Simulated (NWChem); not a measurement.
**One site exchanged: C, Si, Ti**

Each species was optimised at PBE0/def2-SVP with NWChem, gas phase unless a solvent is named. 

A: COC (C2H6O)
B: CO[SiH3] (CH$_{6}$OSi)
C: C[O][TiH3] (CH6OTi)

| quantity | A (C) | B (Si) | C (Ti) |
|---|---|---|---|
| Pauling electronegativity of the site (pymatgen's table) | 2.55 | 1.90 | 1.54 |
| electrons in the molecule | 26 | 34 | 42 |
| dipole (D), PBE0/def2-SVP | 1.25 | 1.11 | 2.63 |
| orbital gap (eV), PBE0/def2-SVP | 9.22 | 8.81 | 6.18 |
| highest harmonic frequency (cm⁻¹), PBE0/def2-SVP | 3156 | 3138 | 3145 |
| static polarisability, PBE/def2-SVPD (bohr³) | 34.9 | 47.8 | 66.7 |
| lowest singlet excitation, PBE/def2-SVPD, TDA (eV) | 6.07 | 6.10 | 3.42 |

“Dipole (D), PBE0/def2-SVP” runs from 1.11 in B (Si) to 2.63 in C (Ti), in no step with either the site's electronegativity or the electron count. “Orbital gap (eV), PBE0/def2-SVP” runs from 6.18 in C (Ti) to 9.22 in A (C), rising in step with the site's electronegativity. “Highest harmonic frequency (cm⁻¹), PBE0/def2-SVP” runs from 3138 in B (Si) to 3156 in A (C), in no step with either the site's electronegativity or the electron count. “Static polarisability, PBE/def2-SVPD (bohr³)” runs from 34.9 in A (C) to 66.7 in C (Ti), falling in step with the site's electronegativity. “Lowest singlet excitation, PBE/def2-SVPD, TDA (eV)” runs from 3.42 in C (Ti) to 6.10 in B (Si), in no step with either the site's electronegativity or the electron count. The order by orbital gap (eV) is neither the same as nor the reverse of the order by lowest singlet excitation.

These are trends among computed rows of three or four species; they are not measurements.
